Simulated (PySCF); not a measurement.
# Frontier levels across methods

Species: H₆NPSi.
Structure used (PBE0-D3(BJ)/def2-SVP), in Å, numbered top down from 1:
```
atom  x, y, z in Å
N1    -1.4209    0.7627   -0.2294
Si2   -0.2275   -0.3562    0.3374
P3     1.6467    0.0589   -0.8586
H4    -1.6154    0.8159   -1.2237
H5    -2.2706    0.8959    0.3083
H6    -0.0895   -0.1323    1.8086
H7    -0.5116   -1.8183    0.1311
H8     2.4169   -0.9281   -0.1694
H9     2.0803    1.1352   -0.0267
```

Basis pcSseg-2 throughout (PySCF), one geometry. Isolated species at its PBE0-D3(BJ)/def2-SVP geometry (one conformer only).

How do the orbital energies, the gap and the dipole change with the method?

```json
{"method": "BLYP", "kind": "GGA", "HOMO (eV)": "-5.91", "LUMO (eV)": "-0.76", "gap (eV)": "5.15", "μ (D)": "1.27", "SCF cycles": "14"}
{"method": "OPBE", "kind": "GGA", "HOMO (eV)": "-6.01", "LUMO (eV)": "-0.67", "gap (eV)": "5.34", "μ (D)": "1.31", "SCF cycles": "14"}
{"method": "B97-D", "kind": "GGA", "HOMO (eV)": "-6.03", "LUMO (eV)": "-0.69", "gap (eV)": "5.33", "μ (D)": "1.28", "SCF cycles": "14"}
{"method": "PBE", "kind": "GGA", "HOMO (eV)": "-6.04", "LUMO (eV)": "-0.83", "gap (eV)": "5.21", "μ (D)": "1.27", "SCF cycles": "14"}
{"method": "KT2", "kind": "GGA", "HOMO (eV)": "-6.10", "LUMO (eV)": "-0.89", "gap (eV)": "5.21", "μ (D)": "1.19", "SCF cycles": "14"}
{"method": "KT3", "kind": "GGA", "HOMO (eV)": "-6.12", "LUMO (eV)": "-0.90", "gap (eV)": "5.21", "μ (D)": "1.22", "SCF cycles": "13"}
{"method": "BP86", "kind": "GGA", "HOMO (eV)": "-6.14", "LUMO (eV)": "-0.82", "gap (eV)": "5.33", "μ (D)": "1.28", "SCF cycles": "13"}
{"method": "LDA", "kind": "LDA", "HOMO (eV)": "-6.15", "LUMO (eV)": "-0.98", "gap (eV)": "5.17", "μ (D)": "1.27", "SCF cycles": "13"}
{"method": "B97-2", "kind": "global hybrid", "HOMO (eV)": "-7.03", "LUMO (eV)": "-0.02", "gap (eV)": "7.01", "μ (D)": "1.29", "SCF cycles": "12"}
{"method": "B3LYP", "kind": "global hybrid", "HOMO (eV)": "-7.05", "LUMO (eV)": "-0.30", "gap (eV)": "6.75", "μ (D)": "1.29", "SCF cycles": "12"}
{"method": "PBE0", "kind": "global hybrid", "HOMO (eV)": "-7.27", "LUMO (eV)": "-0.04", "gap (eV)": "7.23", "μ (D)": "1.30", "SCF cycles": "12"}
{"method": "mPW1PW91", "kind": "global hybrid", "HOMO (eV)": "-7.29", "LUMO (eV)": "-0.04", "gap (eV)": "7.26", "μ (D)": "1.30", "SCF cycles": "12"}
{"method": "BHandHLYP", "kind": "global hybrid", "HOMO (eV)": "-8.29", "LUMO (eV)": "0.64", "gap (eV)": "8.94", "μ (D)": "1.32", "SCF cycles": "11"}
{"method": "CAM-B3LYP", "kind": "range-separated hybrid", "HOMO (eV)": "-8.56", "LUMO (eV)": "0.79", "gap (eV)": "9.35", "μ (D)": "1.32", "SCF cycles": "12"}
{"method": "wB97X-D", "kind": "range-separated hybrid", "HOMO (eV)": "-9.10", "LUMO (eV)": "1.66", "gap (eV)": "10.76", "μ (D)": "1.35", "SCF cycles": "13"}
{"method": "HF", "kind": "Hartree–Fock", "HOMO (eV)": "-9.85", "LUMO (eV)": "2.48", "gap (eV)": "12.32", "μ (D)": "1.41", "SCF cycles": "10"}
{"method": "LC-wPBE", "kind": "range-separated hybrid", "HOMO (eV)": "-9.90", "LUMO (eV)": "1.94", "gap (eV)": "11.85", "μ (D)": "1.37", "SCF cycles": "13"}
```

The HOMO spans 3.99 eV, from BLYP down to LC-wPBE, and the gap runs from 5.15 eV (BLYP) to 12.32 eV (HF). Over the methods BLYP (0 %), OPBE (0 %), B97-D (0 %), PBE (0 %), KT2 (0 %), KT3 (0 %), BP86 (0 %), LDA (0 %), B97-2 (21 %), B3LYP (20 %), PBE0 (25 %), mPW1PW91 (25 %), BHandHLYP (50 %), HF (100 %), a straight line through the gap against the share of exact exchange rises by 0.72 eV for each 10 % (correlation coefficient 0.998). The dipole ranges from 1.19 D (KT2) to 1.41 D (HF). This basis has no diffuse functions.
